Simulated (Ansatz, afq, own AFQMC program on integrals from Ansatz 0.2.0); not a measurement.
CHN, singlet in cc-pVDZ, levels against CCSDT(Q)

```tsv
atom	x (Å)	y (Å)	z (Å)
N	0.0000	0.0000	0.0555
C	0.0000	0.0000	-1.1080
H	0.0000	0.0000	1.0525
```

Connectivity, by distances: NH–C.

Basis cc-pVDZ. Only valence electrons are correlated. AFQMC by an in-house program on the Cholesky factors that Ansatz 0.2.0 writes for its CCSD(T) run. The CISD trial takes its coefficients from CCSD amplitudes. Released means that phaseless walkers are propagated on without the constraint, phases kept. Free AFQMC starts from the CCSD state and is never constrained. Its projection time is finite, and what remains of the start isn't in its error. ± is one standard error of the sampling.

Determinant: RHF, the one that the program's search chose, which needn't be the lowest solution. The geometry is a point of a scan.

No full CI on the walks' own integrals is used here; CCSDT(Q) serves as the reference and is uncertain by about the last step of the cluster series.

* T1 diagnostic: 0.0168
* weight of the determinant in the CISD state: 0.892
* size of the correlated space: 10 electrons in 31 orbitals

Reference: CCSDT(Q), correlation energy -8.104 eV. The released energy is read at 2.40 1/Eh (meV from the phaseless value at times in 1/Eh: 19 ± 16 at 0.24, -3 ± 13 at 0.51, -6 ± 12 at 0.99, -13 ± 14 at 1.62, -21 ± 15 at 2.40).

| level | E − E(reference) (mEh) | share of correlation (%) |
| --- | --- | --- |
| HF | 297.82 | 0.00 |
| MP2 | 27.03 | 90.93 |
| CCSD | 12.70 | 95.74 |
| CCSD(T) | 1.44 | 99.52 |
| CCSDT | 0.95 | 99.68 |
| ph-AFQMC/HF | -1.27 ± 2.67 | 100.43 |
| ph-AFQMC/CISD | -0.28 ± 0.68 | 100.09 |
| released AFQMC | -1.04 ± 0.54 | 100.35 |
| free AFQMC | 0.10 ± 0.70 | 99.96 |

Free projections are given only where their last times agree within the noise and don't stop above the reference; a slow remainder of the start can still hide under it. A walk keeps the symmetry of its determinant, which the program's search chose and which needn't be the lowest solution, so a lower state of the same spin and another symmetry isn't excluded. Released energies are given only where the last usable release times agree within the noise; a slower fall can still hide under it.
